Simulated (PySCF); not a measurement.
Bonds broken one at a time in the series In F-OH. All species are isolated molecules in the gas phase. One relaxed conformer stands for each flexible species; it need not be the lowest. Strings in code marks are SMILES.

The dipole moment from two functionals at the same geometries (M06-2X/def2-TZVP), both in PySCF: PBE-D3(BJ)/def2-TZVP and B3LYP-D3(BJ)/def2-TZVP. B3LYP has the VWN-RPA correlation part, as in Gaussian. 

| species | PBE-D3(BJ)/def2-TZVP (D) |
|---|---|
| whole molecule (`[F][In]([F])[F]`) | 0.01 |
| radical fragment (`[F][In][F]`) | 3.10 |
| radical fragment (`[OH]`) | 1.73 |

**Question.** What does B3LYP-D3(BJ)/def2-TZVP give for each?

**Answer.** 
- whole molecule (`[F][In]([F])[F]`): 0.01
- radical fragment (`[F][In][F]`): 3.42
- radical fragment (`[OH]`): 1.77
Over these rows, drawn at random from the members with no instability flagged (it was tested for open shells, ions and some series alone), PBE minus B3LYP-D3(BJ): mean -0.12 D, from -0.32 D to 0.00 D.
